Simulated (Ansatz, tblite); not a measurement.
**The cluster In₂As+: adding an electron**

Aim: the energy of adding an electron for the cluster In₂As+, by energy differences, and how well orbital energies stand in for it.

Computed with Ansatz 0.2.0, Gaussian basis. Level: as each input shows.

Levels to be run: charge 0 doublet, at the geometry of the singlet (PBE0-D4/def2-TZVP, PBE-D4/def2-TZVP, r2SCAN-D4/def2-TZVP); the starting singlet's energies come from earlier runs.

4 further runs of the same task are left out: 2 that didn't finish, 2 set aside as unsound or not needed. Runs told in other sessions of the task aren't counted.

## 1. The relaxed structure

The geometry is that of the singlet, from an earlier relaxation (r2SCAN-D4/def2-TZVP). At that level it is the lowest of the isomers that a small search found.

3 atoms, charge 1, spin multiplicity 1.

Atoms are counted from 1 here; the program's logs count them from 0.

Bond lengths: In1–As3 2.504 Å, In2–As3 2.506 Å. Angles: In1–As3–In2 114.6°.

In takes a core potential in the def2 sets. No spin-orbit coupling is included. The ion is computed in the gas phase, without counter-ions or solvent.

## 2. Charge 0 doublet at the fixed geometry, first pass, PBE0-D4/def2-SVP

in.yaml

```yaml
crystal:
  periodic: [false, false, false]
  atoms:
    - {symbol: In, position_ang: [1.907211, -0.993232, 0.141832]}
    - {symbol: In, position_ang: [-1.605382, 1.279316, 0.658946]}
    - {symbol: As, position_ang: [-0.301829, -0.286084, -0.800769]}
basis:
  gaussian: {orbitals: def2-SVP}
magnetization: {spin_polarized: true, initial_magnetization: 1}
hamiltonian: {xc: pbe0, dispersion: d4}
output: {orbitals: {seedname: orbitals}}
```

On the command line:

```
> ansatz run in.yaml --threads 4 --pin off --events-out ev --progress --plain --max-ram 3916MiB
```

The program printed:

```text
Functional definition: PBE0
  name "PBE0"
  cite "Adamo & Barone, J. Chem. Phys. 110, 6158 (1999) doi:10.1063/1.478522"
  cite "Perdew, Burke & Ernzerhof, Phys. Rev. Lett. 77, 3865 (1996) doi:10.1103/PhysRevLett.77.3865"
  parent pbe
  parameter a = 0.25
  parameter kappa = 0.804
  parameter beta = 0.06672455060314922
  exchange = (1 - a)*pbe_x(kappa = kappa, mu = beta*pi^2/3) + a*exact_x
  correlation = pbe_c(beta = beta)
994 factors; integrals over basis functions are off by at most 3.0e-4 eV
mean field evaluation 1: about -71172.2342 eV, gradient 1.7e1 eV
mean field evaluation 2: about -71159.9809 eV, gradient 4.0e1 eV
mean field evaluation 4: about -71174.8892 eV, gradient 8.6e-1 eV
mean field evaluation 8: about -71174.8996 eV, gradient 5.7e-2 eV
mean field evaluation 16: about -71174.8997 eV, gradient 2.1e-3 eV
mean field evaluation 32: about -71174.8997 eV, gradient 5.4e-5 eV
mean field evaluation 64: about -71174.8042 eV, gradient 4.2e-1 eV
mean field evaluation 96: about -71174.8635 eV, gradient 1.6e-1 eV
mean field -71174.89966351 eV, -2615.6293185542 hartree, gradient 8.2e-6 eV, S^2 0.766681; 9 other end points of the search recorded, 0 dependent functions left out
reference -71174.89968928 eV, -2615.6293195015 hartree; 38, 37 occupied and 46, 47 virtual orbitals, 994 factors
Total energy: -71175.03740489 eV, -2615.6343804565 hartree
```

It took 6 s on 4 threads of Intel Xeon 6975P-C, shared host.

Report: HOMO -5.27 eV, LUMO -3.78 eV (over both spins); ⟨S²⟩ 0.767 (pure: 0.75).

## 3. Charge 0 doublet at the fixed geometry, PBE0-D4/def2-TZVP

start.molden holds the orbitals of an earlier run on this state, given as this run's starting guess.

Edit in.yaml of step 2 so:

```diff
@@ -7,5 +7,6 @@
 basis:
-  gaussian: {orbitals: def2-SVP}
+  gaussian: {orbitals: def2-TZVP, initial_orbitals: start.molden}
 magnetization: {spin_polarized: true, initial_magnetization: 1}
 hamiltonian: {xc: pbe0, dispersion: d4}
+scf: {omitted_lower_state_checks: [starts]}
 output: {orbitals: {seedname: orbitals}}
```

The command is unchanged.

The program printed (excerpt; [...] marks lines left out):

```text
Functional definition: PBE0
  name "PBE0"
  cite "Adamo & Barone, J. Chem. Phys. 110, 6158 (1999) doi:10.1063/1.478522"
  cite "Perdew, Burke & Ernzerhof, Phys. Rev. Lett. 77, 3865 (1996) doi:10.1103/PhysRevLett.77.3865"
  parent pbe
[...]
1308 factors; integrals over basis functions are off by at most 7.2e-4 eV
[...]
mean field -71182.76618767 eV, -2615.9184079848 hartree, gradient 4.6e-6 eV, S^2 0.767714; 0 other end points of the search recorded, 0 dependent functions left out
reference -71182.76622087 eV, -2615.9184092051 hartree; 38, 37 occupied and 110, 111 virtual orbitals, 1308 factors
Total energy: -71182.90393647 eV, -2615.9234701602 hartree
Checks for a lower state left out: starts
```

It took 3.4 s on 4 threads of Intel Xeon 6975P-C, shared host; peak memory 0.62 GiB.

Report: HOMO -5.28 eV, LUMO -3.74 eV (over both spins); ⟨S²⟩ 0.768 (pure: 0.75).

## 4. Charge 0 doublet at the fixed geometry, PBE-D4/def2-TZVP

Edit in.yaml of step 3 so:

```diff
@@ -9,3 +9,3 @@
 magnetization: {spin_polarized: true, initial_magnetization: 1}
-hamiltonian: {xc: pbe0, dispersion: d4}
+hamiltonian: {xc: pbe, dispersion: d4}
 scf: {omitted_lower_state_checks: [starts]}
```

The command is unchanged.

The program printed:

```text
Functional definition: PBE
  name "PBE"
  cite "Perdew, Burke & Ernzerhof, Phys. Rev. Lett. 77, 3865 (1996) doi:10.1103/PhysRevLett.77.3865"
  parent pbe
  parameter kappa = 0.804
  parameter beta = 0.06672455060314922
  exchange = pbe_x(kappa = kappa, mu = beta*pi^2/3)
  correlation = pbe_c(beta = beta)
these checks for a lower state are left out or cut short: starts
1149 factors; their error is unknown
mean field evaluation 1: about -71181.3175 eV, gradient 6.7e0 eV
mean field evaluation 2: about -71181.4261 eV, gradient 1.5e-1 eV
mean field evaluation 4: about -71181.4168 eV, gradient 2.1e-3 eV
mean field evaluation 8: about -71181.4168 eV, gradient 4.6e-5 eV
mean field -71181.41677953 eV, -2615.8688181506 hartree, gradient 7.7e-6 eV, S^2 0.755526; 0 other end points of the search recorded, 0 dependent functions left out
reference -71181.41682322 eV, -2615.8688197560 hartree; 38, 37 occupied and 110, 111 virtual orbitals, 1149 factors
Total energy: -71181.57626136 eV, -2615.8746789998 hartree
Checks for a lower state left out: starts
```

Run time: 1.4 s. Hardware: 4 threads of Intel Xeon 6975P-C, shared host.

From the report: HOMO -4.60 eV, LUMO -4.41 eV (over both spins); ⟨S²⟩ 0.756 (pure: 0.75).

## 5. Charge 0 doublet at the fixed geometry, r2SCAN-D4/def2-TZVP

Edit in.yaml of step 4 so:

```diff
@@ -9,3 +9,3 @@
 magnetization: {spin_polarized: true, initial_magnetization: 1}
-hamiltonian: {xc: pbe, dispersion: d4}
+hamiltonian: {xc: r2scan, dispersion: d4}
 scf: {omitted_lower_state_checks: [starts]}
```

Launched as before.

The program printed:

```text
Functional definition: r2SCAN
  name "r2SCAN"
  cite "Furness, Kaplan, Ning, Perdew & Sun, J. Phys. Chem. Lett. 11, 8208 (2020) doi:10.1021/acs.jpclett.0c02405"
  cite "Furness, Kaplan, Ning, Perdew & Sun, J. Phys. Chem. Lett. 11, 9248 (2020) doi:10.1021/acs.jpclett.0c03077"
  parent r2scan
  parameter k0 = 0.174
  parameter k1 = 0.065
  parameter a1 = 4.9479
  exchange = r2scan_x(k0 = k0, k1 = k1, a1 = a1)
  correlation = r2scan_c
these checks for a lower state are left out or cut short: starts
1149 factors; their error is unknown
mean field evaluation 1: about -71193.7116 eV, gradient 5.0e0 eV
mean field evaluation 2: about -71193.7665 eV, gradient 8.7e-2 eV
mean field evaluation 4: about -71193.7638 eV, gradient 1.0e-3 eV
mean field evaluation 8: about -71193.7638 eV, gradient 3.4e-5 eV
mean field -71193.76381046 eV, -2616.3225631681 hartree, gradient 4.9e-6 eV, S^2 0.772318; 0 other end points of the search recorded, 0 dependent functions left out
reference -71193.76383992 eV, -2616.3225642506 hartree; 38, 37 occupied and 110, 111 virtual orbitals, 1149 factors
Total energy: -71193.79077687 eV, -2616.3235541653 hartree
Checks for a lower state left out: starts
```

Wall time 5.5 s (4 threads of Intel Xeon 6975P-C, shared host).

From the report: HOMO -4.79 eV, LUMO -4.27 eV (over both spins); ⟨S²⟩ 0.772 (pure: 0.75).

## 6. Vertical electron affinity

Starting state less charged state (positive: the electron is bound), singlet to doublet; the starting state's energies are those of its earlier runs.

```tsv
level	vertical electron affinity (eV)	time
PBE-D4/def2-TZVP†	+7.46	2 s
r2SCAN-D4/def2-TZVP†	+7.70	7.1 s
PBE0-D4/def2-TZVP	+7.58	5.8 s
```

Times add the two runs; a level without a time comes out of a correlated run. † marks a level with a doubtful state (flagged, unstable, out of aufbau order, or strongly spin-contaminated); such levels are left out of the summary.

Beside −ε(LUMO) of the starting state:

```tsv
level	−ε(LUMO) (eV)	by difference (eV)	mismatch (eV)
PBE0-D4/def2-TZVP	9.23	7.58	+1.65
```

## 7. What came out

```
                                            quantity              value
vertical electron affinity, functionals in def2-TZVP  7.58 eV (PBE0-D4)
```

**Reading.** The vertical electron affinity is 7.58 eV at PBE0-D4/def2-TZVP.
